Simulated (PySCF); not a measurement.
OH⁺: from constants to spectrum

PBE0 constants of OH⁺, ³Σ⁻ (triplet), unpaired electrons π ↑↑ (basis H def2-TZVP, O def2-TZVP; no relativity; PySCF 2.14; masses 1.0078 and 15.9949 u):

| Property | Result |
| --- | --- |
| ωe | 3099.8 cm⁻¹ |
| ωexe | 81.4 cm⁻¹ |
| Be | 16.593 cm⁻¹ |
| αe | 0.718 cm⁻¹ |
| D (centrifugal) | 0.00190 cm⁻¹ |
| De to H⁺ + O | 5.19 eV |

Give the vibrational terms G(v) and spacings up to v = 4.

G(v) = ωe(v+½) − ωexe(v+½)².

```json
{"v": "0", "G(v) (cm⁻¹)": "1530", "G(v) − G(v−1)": "", "Bv (cm⁻¹)": "16.23"}
{"v": "1", "G(v) (cm⁻¹)": "4467", "G(v) − G(v−1)": "2937", "Bv (cm⁻¹)": "15.52"}
{"v": "2", "G(v) (cm⁻¹)": "7241", "G(v) − G(v−1)": "2774", "Bv (cm⁻¹)": "14.80"}
{"v": "3", "G(v) (cm⁻¹)": "9852", "G(v) − G(v−1)": "2611", "Bv (cm⁻¹)": "14.08"}
{"v": "4", "G(v) (cm⁻¹)": "12301", "G(v) − G(v−1)": "2449", "Bv (cm⁻¹)": "13.36"}
```

How well does the Morse estimate ωe²/(4ωexe) reproduce De, and what is D0?

It gives 3.66 eV, 70 % of the computed De. D0 = De − G(0) = 5.19 − 0.19 = 5.00 eV.

For an ion De counts to the pair picked by the measured ionisation energies or electron affinities, which need not be the lowest pair at this level. The state is the lowest determinant that a PBE0 search found; another state may lie lower at other levels.
